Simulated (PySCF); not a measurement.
## C2H6OS: calculation against experiment

**Measured values to compare with.**

NIST CCCBDB Release 22 (SRD 101), experimental dipoles lists, for the gas: dipole moment (microwave Stark effect) 3.96 D.

From NIST CCCBDB Release 22 (SRD 101), experimental polarizabilities, for the gas: mean polarisability 7.969 Å³.

Besley, J. Chem. Theory Comput. 2021, 17, 3644 (DFT calculations of core-electron binding energies at the K-edge of heavier elements) lists, for the gas: S 1s binding energy of S2 2480.89 eV.

From Xu, Prendergast, Qian, J. Chem. Theory Comput. 2022, 18, 5471, for the gas: O 1s binding energy of O4 536.67 eV.

The results are set against them at the end.

Species: C2H6OS.
Numbering: `[CH3:1][S:2]([CH3:3])=[O:4]` (hydrogens: H5, H6, H7 on C1; H8, H9, H10 on C3)

Cartesian coordinates in Å at the PBE0-D3(BJ)/def2-TZVP level; atoms count from 1:
```xyz
10
C2H6OS angstrom
C     -0.630    1.174   -0.237
S     -0.847   -0.592    0.028
C      0.894   -1.025   -0.091
O     -1.236   -0.766    1.447
H     -1.610    1.632   -0.103
H     -0.270    1.357   -1.251
H      0.068    1.566    0.505
H      1.442   -0.501    0.695
H      0.967   -2.102    0.063
H      1.276   -0.767   -1.080
```

The PySCF runs (gas phase, on this PBE0-D3(BJ)/def2-TZVP geometry; non-relativistic but for the core-level run):

| level | job | basis functions |
| --- | --- | --- |
| PBE0-D3(BJ)/def2-TZVP, grid level 2 | geometry optimisation from a GFN2-xTB start shaken at random | 166 |
| B97-2/pcSseg-2 | shieldings | 235 |
| KT3/pcSseg-2 | shieldings | 235 |
| PBE0/pcSseg-2 | shieldings, charges and field gradients | 235 |
| wB97X-D/pcSseg-2 | shieldings | 235 |
| CAM-B3LYP/aug-cc-pVTZ | 10 singlets by full TDDFT, 4 Tamm–Dancoff triplets, polarisability | 326 |
| PBE0/aug-cc-pVTZ | 10 singlets by full TDDFT, 4 Tamm–Dancoff triplets, polarisability, dynamic polarisability | 326 |
| wB97X-D/aug-cc-pVTZ | 10 singlets by full TDDFT, 4 Tamm–Dancoff triplets, polarisability, ΔSCF ions | 326 |
| delta-SCF UKS SCAN, pcX-3 on the ionised atom, pcseg-2 elsewhere, spin-free X2C | ΔSCF core ionisation, 4 holes | 273 |

## Comparison

**Dipole moment.** Measured: 3.96 D (NIST CCCBDB Release 22 (SRD 101), experimental dipoles).

```csv
level,computed (D),computed − measured (D),% (from the printed values)
PBE0-D3(BJ)/def2-TZVP,3.95,-0.01,0
B97-2/pcSseg-2,4.09,+0.13,+3
KT3/pcSseg-2,3.79,-0.17,-4
PBE0/pcSseg-2,4.11,+0.15,+4
wB97X-D/pcSseg-2,4.22,+0.26,+7
CAM-B3LYP/aug-cc-pVTZ,4.19,+0.23,+6
PBE0/aug-cc-pVTZ,4.04,+0.08,+2
wB97X-D/aug-cc-pVTZ,4.13,+0.17,+4
```

Closest is PBE0-D3(BJ)/def2-TZVP (-0.01 D), furthest wB97X-D/pcSseg-2 (+0.26 D); one molecule doesn't rank methods. The computed dipoles belong to one fixed geometry; measured ones are averaged over vibrations unless marked μe. Magnitudes are compared, not signs.

**Mean polarisability.** Measured: 7.969 Å³ (NIST CCCBDB Release 22 (SRD 101), experimental polarizabilities).

```csv
level,computed (Å³),computed − measured (Å³),% (from the printed values)
CAM-B3LYP/aug-cc-pVTZ,7.820,-0.149,-2
PBE0/aug-cc-pVTZ,7.888,-0.081,-1
wB97X-D/aug-cc-pVTZ,7.795,-0.174,-2
```

Closest is PBE0/aug-cc-pVTZ (-0.081 Å³), furthest wB97X-D/aug-cc-pVTZ (-0.174 Å³); one molecule doesn't rank methods. All 3 levels lie below the measurement. The computed values are static and purely electronic, with core orbitals frozen in the response (1 au = 0.148185 Å³). The table of measured values doesn't say here whether a value is static or optical, or holds a vibrational part.

**Core binding energies.** Delta-SCF UKS SCAN, pcX-3 on the ionised atom, pcseg-2 elsewhere, spin-free X2C in PySCF.

| level and atom | computed (eV) | measured (eV) | computed − measured (eV) |
| --- | --- | --- | --- |
| S 1s, S2 | 2480.05 | 2480.89 | -0.84 |
| O 1s, O4 | 536.50 | 536.67 | -0.17 |

Sources, in the order of the opening: Besley, J. Chem. Theory Comput. 2021, 17, 3644 (DFT calculations of core-electron binding energies at the K-edge of heavier elements); Xu, Prendergast, Qian, J. Chem. Theory Comput. 2022, 18, 5471. Against the first value of each row the mean signed difference is -0.50 eV and the largest in size -0.84 eV. The computed values are vertical, without vibrational structure; measured positions hang on the energy calibration. 

The geometry is computed, not the measured one. Where a level misses, the cause wasn't examined.
